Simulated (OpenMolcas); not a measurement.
## AlO at 1.654 Å: OpenMolcas input and output

Input (each module block was a call of its own in one work directory; start orbitals came from a preliminary run):

```
&GATEWAY
Coord
2
angstrom
Al 0.0 0.0 0.0
O 0.0 0.0 1.6540
Basis=ANO-RCC-VTZP
Group=XY
RX2C
AMFI
ANGMom
0.0 0.0 0.0
RICD
&SEWARD
&GUESSORB
&RASSCF
FileOrb=$CurrDir/o21.orb
Symmetry=1
Spin=2
nActEl=7 0 0
Inactive=5 2
RAS2=3 4
CIRoot=8 8 1
Linear
Iterations=120 100
OrbListing=Nothing
PRWF=0.15
>>COPY $Project.RasOrb $CurrDir/o21.orb
>>COPY $Project.rasscf.h5 $CurrDir/r21.h5
&CASPT2
XMultistate=all
Imaginary=0.2
IPEA=0.25
MaxIter=40
>>COPY $Project.JobMix JOB001
&RASSCF
FileOrb=$CurrDir/o22.orb
Symmetry=2
Spin=2
nActEl=7 0 0
Inactive=5 2
RAS2=3 4
CIRoot=4 4 1
Linear
Iterations=120 100
OrbListing=Nothing
PRWF=0.15
>>COPY $Project.RasOrb $CurrDir/o22.orb
>>COPY $Project.rasscf.h5 $CurrDir/r22.h5
&CASPT2
XMultistate=all
Imaginary=0.2
IPEA=0.25
MaxIter=40
>>COPY $Project.JobMix JOB002
```

```bash
pymolcas m.inp
```

RASSCF and CASPT2 output of these blocks, in excerpt:

```
++    Wave function specifications:
      Number of closed shell electrons          14
      Number of electrons in active shells       7
      Number of inactive orbitals                7
      Number of active orbitals                  7
      Number of secondary orbitals              50
      Spin quantum number                      0.5
      State symmetry                             1
++    Orbital specifications:
      Symmetry species                           1   2
                                                 a   b
      Frozen orbitals                            0   0
      Inactive orbitals                          5   2
      Active orbitals                            3   4
      RAS2 orbitals                              3   4
      Secondary orbitals                        26  24
      Number of basis functions                 34  30
      printout of CI-coefficients larger than  0.15 for root  1
      energy=    -317.333548
      conf/sym  111 2222     Coeff  Weight
            85  02u 2200   0.81797 0.66908
            89  02u 2d0u   0.22284 0.04966
            91  02u 2u0d   0.20672 0.04273
           112  0u2 2200   0.30897 0.09546
           153  02u d2u0  -0.22284 0.04966
           224  02u u2d0  -0.20672 0.04273
      printout of CI-coefficients larger than  0.15 for root  2
      energy=    -317.239190
      conf/sym  111 2222     Coeff  Weight
            89  02u 2d0u  -0.33756 0.11395
           112  0u2 2200   0.83152 0.69143
           153  02u d2u0   0.33756 0.11395
      printout of CI-coefficients larger than  0.15 for root  3
      energy=    -317.197786
      conf/sym  111 2222     Coeff  Weight
            86  02u 2du0  -0.60414 0.36498
            87  02u 2ud0  -0.34323 0.11781
           155  02u d20u   0.60411 0.36495
           227  02u u20d   0.34321 0.11779
      printout of CI-coefficients larger than  0.15 for root  4
      energy=    -317.197786
      conf/sym  111 2222     Coeff  Weight
            89  02u 2d0u   0.60412 0.36496
            91  02u 2u0d   0.34322 0.11780
           153  02u d2u0   0.60412 0.36496
           224  02u u2d0   0.34322 0.11780
      printout of CI-coefficients larger than  0.15 for root  5
      energy=    -317.196091
      conf/sym  111 2222     Coeff  Weight
            86  02u 2du0   0.58940 0.34739
            87  02u 2ud0   0.37099 0.13764
           155  02u d20u   0.58943 0.34742
           227  02u u20d   0.37101 0.13765
      printout of CI-coefficients larger than  0.15 for root  6
      energy=    -317.126718
      conf/sym  111 2222     Coeff  Weight
            85  02u 2200  -0.21517 0.04630
            89  02u 2d0u   0.52970 0.28058
            91  02u 2u0d  -0.37084 0.13752
           112  0u2 2200   0.29155 0.08500
           153  02u d2u0  -0.52970 0.28058
           224  02u u2d0   0.37084 0.13752
      printout of CI-coefficients larger than  0.15 for root  7
      energy=    -317.107276
      conf/sym  111 2222     Coeff  Weight
            86  02u 2du0  -0.34045 0.11591
            87  02u 2ud0   0.59679 0.35616
           155  02u d20u   0.34046 0.11592
           227  02u u20d  -0.59682 0.35619
      printout of CI-coefficients larger than  0.15 for root  8
      energy=    -317.107276
      conf/sym  111 2222     Coeff  Weight
            89  02u 2d0u  -0.34046 0.11591
            91  02u 2u0d   0.59680 0.35617
           153  02u d2u0  -0.34046 0.11591
           224  02u u2d0   0.59680 0.35618
      Natural orbitals and occupation numbers for root  1
      sym 1:   0.020486   1.916171   1.047367
      sym 2:   1.919778   1.919778   0.088210   0.088210
      Natural orbitals and occupation numbers for root  2
      sym 1:   0.011542   1.254474   1.684647
      sym 2:   1.857289   1.857289   0.167380   0.167379
      Natural orbitals and occupation numbers for root  3
      sym 1:   0.015541   1.981742   1.000871
      sym 2:   1.497954   1.497911   0.503013   0.502969
      Natural orbitals and occupation numbers for root  4
      sym 1:   0.015540   1.981742   1.000871
      sym 2:   1.497933   1.497931   0.502990   0.502992
      Natural orbitals and occupation numbers for root  5
      sym 1:   0.015711   1.981562   1.001120
      sym 2:   1.497862   1.497905   0.502899   0.502942
      Natural orbitals and occupation numbers for root  6
      sym 1:   0.019790   1.888219   1.079218
      sym 2:   1.563107   1.563101   0.443280   0.443285
      Natural orbitals and occupation numbers for root  7
      sym 1:   0.020561   1.964758   1.004036
      sym 2:   1.494273   1.494314   0.511008   0.511050
      Natural orbitals and occupation numbers for root  8
      sym 1:   0.020561   1.964758   1.004036
      sym 2:   1.494290   1.494297   0.511032   0.511026
      RASSCF energy for state  8                   -317.10727617
::    RASSCF root number  1 Total energy:   -317.33354790
::    RASSCF root number  2 Total energy:   -317.23918992
::    RASSCF root number  3 Total energy:   -317.19778633
::    RASSCF root number  4 Total energy:   -317.19778633
::    RASSCF root number  5 Total energy:   -317.19609138
::    RASSCF root number  6 Total energy:   -317.12671835
::    RASSCF root number  7 Total energy:   -317.10727617
::    RASSCF root number  8 Total energy:   -317.10727617
      Von Neumann Entropy (Root   1) =  1.12619
++    Wave function specifications:
      Number of closed shell electrons           8
      Number of electrons in active shells       7
      Number of inactive orbitals                4
      Number of active orbitals                  7
      Number of secondary orbitals              50
      Spin quantum number                      0.5
      State symmetry                             1
      Number of CSFs                           392
      Number of CASSCF root(s) available         8
      CASPT2 state passed to geometry opt.       8
      A file JOBMIX will be created
      This is a MULTI-STATE CASSCF reference
      Number of CI roots used                    8
      These are:                                 1   2   3   4   5   6   7   8
      Off-diagonal elements of Heff are computed
  FINAL CASPT2 RESULT:
      Reference energy:        -317.3335479038
      E2 (Non-variational):      -0.4024591360
      Shift correction:          -0.0020470470
      E2 (Variational):          -0.4045061831
      Total energy:            -317.7380540869
      Reference weight:           0.91974
  FINAL CASPT2 RESULT:
      Reference energy:        -317.2391899172
      E2 (Non-variational):      -0.4112470094
      Shift correction:          -0.0025253155
      E2 (Variational):          -0.4137723248
      Total energy:            -317.6529622421
      Reference weight:           0.91354
  FINAL CASPT2 RESULT:
      Reference energy:        -317.1977863323
      E2 (Non-variational):      -0.3801227662
      Shift correction:          -0.0021690748
      E2 (Variational):          -0.3822918410
      Total energy:            -317.5800781733
      Reference weight:           0.92883
  FINAL CASPT2 RESULT:
      Reference energy:        -317.1977863323
      E2 (Non-variational):      -0.3799810568
      Shift correction:          -0.0021671495
      E2 (Variational):          -0.3821482063
      Total energy:            -317.5799345386
      Reference weight:           0.92892
  FINAL CASPT2 RESULT:
      Reference energy:        -317.1960913835
      E2 (Non-variational):      -0.3803120396
      Shift correction:          -0.0020623344
      E2 (Variational):          -0.3823743739
      Total energy:            -317.5784657575
      Reference weight:           0.92893
  FINAL CASPT2 RESULT:
      Reference energy:        -317.1267183462
      E2 (Non-variational):      -0.3922877734
      Shift correction:          -0.0021820643
      E2 (Variational):          -0.3944698377
      Total energy:            -317.5211881839
      Reference weight:           0.92011
  FINAL CASPT2 RESULT:
      Reference energy:        -317.1072761708
      E2 (Non-variational):      -0.4031847049
      Shift correction:          -0.0033094136
      E2 (Variational):          -0.4064941185
      Total energy:            -317.5137702894
      Reference weight:           0.90844
  FINAL CASPT2 RESULT:
      Reference energy:        -317.1072761708
      E2 (Non-variational):      -0.4031843881
      Shift correction:          -0.0033098279
      E2 (Variational):          -0.4064942160
      Total energy:            -317.5137703868
      Reference weight:           0.90844
       Total XMS-CASPT2 energies:
::    XMS-CASPT2 Root  1     Total energy:   -317.73590106
::    XMS-CASPT2 Root  2     Total energy:   -317.64292152
::    XMS-CASPT2 Root  3     Total energy:   -317.58032696
::    XMS-CASPT2 Root  4     Total energy:   -317.58016915
::    XMS-CASPT2 Root  5     Total energy:   -317.57846576
::    XMS-CASPT2 Root  6     Total energy:   -317.53338193
::    XMS-CASPT2 Root  7     Total energy:   -317.51355394
::    XMS-CASPT2 Root  8     Total energy:   -317.51350334
++    Wave function specifications:
      Number of closed shell electrons          14
      Number of electrons in active shells       7
      Number of inactive orbitals                7
      Number of active orbitals                  7
      Number of secondary orbitals              50
      Spin quantum number                      0.5
      State symmetry                             2
      printout of CI-coefficients larger than  0.15 for root  1
      energy=    -317.323591
      conf/sym  111 2222     Coeff  Weight
            20  022 2u00   0.95879 0.91928
      printout of CI-coefficients larger than  0.15 for root  2
      energy=    -317.323591
      conf/sym  111 2222     Coeff  Weight
            77  022 u200  -0.95879 0.91928
      printout of CI-coefficients larger than  0.15 for root  3
      energy=    -317.183019
      conf/sym  111 2222     Coeff  Weight
           179  020 220u  -0.84271 0.71016
           203  002 220u   0.33886 0.11483
           266  0uu 220d   0.33920 0.11506
      printout of CI-coefficients larger than  0.15 for root  4
      energy=    -317.183019
      conf/sym  111 2222     Coeff  Weight
           177  020 22u0  -0.84271 0.71016
           201  002 22u0   0.33886 0.11483
           263  0uu 22d0   0.33920 0.11506
      Natural orbitals and occupation numbers for root  1
      sym 1:   0.013381   1.986915   1.872711
      sym 2:   1.995119   1.002373   0.060104   0.069397
      Natural orbitals and occupation numbers for root  2
      sym 1:   0.013381   1.986915   1.872711
      sym 2:   1.002373   1.995119   0.069397   0.060104
      Natural orbitals and occupation numbers for root  3
      sym 1:   0.003809   1.613323   0.387559
      sym 2:   1.966926   1.990717   0.033500   1.004165
      Natural orbitals and occupation numbers for root  4
      sym 1:   0.003809   1.613323   0.387559
      sym 2:   1.990717   1.966926   1.004165   0.033500
      RASSCF energy for state  4                   -317.18301931
::    RASSCF root number  1 Total energy:   -317.32359132
::    RASSCF root number  2 Total energy:   -317.32359132
::    RASSCF root number  3 Total energy:   -317.18301932
::    RASSCF root number  4 Total energy:   -317.18301931
      Von Neumann Entropy (Root   1) =  0.96977
++    Wave function specifications:
      Number of closed shell electrons           8
      Number of electrons in active shells       7
      Number of inactive orbitals                4
      Number of active orbitals                  7
      Number of secondary orbitals              50
      Spin quantum number                      0.5
      State symmetry                             2
      Number of CSFs                           392
      Number of CASSCF root(s) available         4
      CASPT2 state passed to geometry opt.       4
      A file JOBMIX will be created
      This is a MULTI-STATE CASSCF reference
      Number of CI roots used                    4
      These are:                                 1   2   3   4
      Off-diagonal elements of Heff are computed
  FINAL CASPT2 RESULT:
      Reference energy:        -317.3235913203
      E2 (Non-variational):      -0.3842083059
      Shift correction:          -0.0011799383
      E2 (Variational):          -0.3853882442
      Total energy:            -317.7089795645
      Reference weight:           0.93247
  FINAL CASPT2 RESULT:
      Reference energy:        -317.3235913197
      E2 (Non-variational):      -0.3842083073
      Shift correction:          -0.0011799383
      E2 (Variational):          -0.3853882456
      Total energy:            -317.7089795653
      Reference weight:           0.93247
  FINAL CASPT2 RESULT:
      Reference energy:        -317.1830193159
      E2 (Non-variational):      -0.4041018884
      Shift correction:          -0.0026484966
      E2 (Variational):          -0.4067503850
      Total energy:            -317.5897697009
      Reference weight:           0.91816
  FINAL CASPT2 RESULT:
      Reference energy:        -317.1830193128
      E2 (Non-variational):      -0.4041018920
      Shift correction:          -0.0026484971
      E2 (Variational):          -0.4067503891
      Total energy:            -317.5897697019
      Reference weight:           0.91816
       Total XMS-CASPT2 energies:
::    XMS-CASPT2 Root  1     Total energy:   -317.70893588
::    XMS-CASPT2 Root  2     Total energy:   -317.70893588
::    XMS-CASPT2 Root  3     Total energy:   -317.58981339
::    XMS-CASPT2 Root  4     Total energy:   -317.58981339
```

Only roots inside an energy window near the equilibrium distance were included, so the list of states is not complete; labels number the states computed. Each spin and symmetry block has orbitals of its own, averaged over its own roots, so gaps between blocks are less sure than gaps within one and near the minimum can be off by tenths of an eV, in bad cases by more. No Rydberg orbitals are active, so Rydberg states, and σ→σ* states whose orbital the CASSCF left unused, can be missing between those listed. CASPT2 splits the two components of degenerate states numerically, here by up to 35 cm⁻¹.
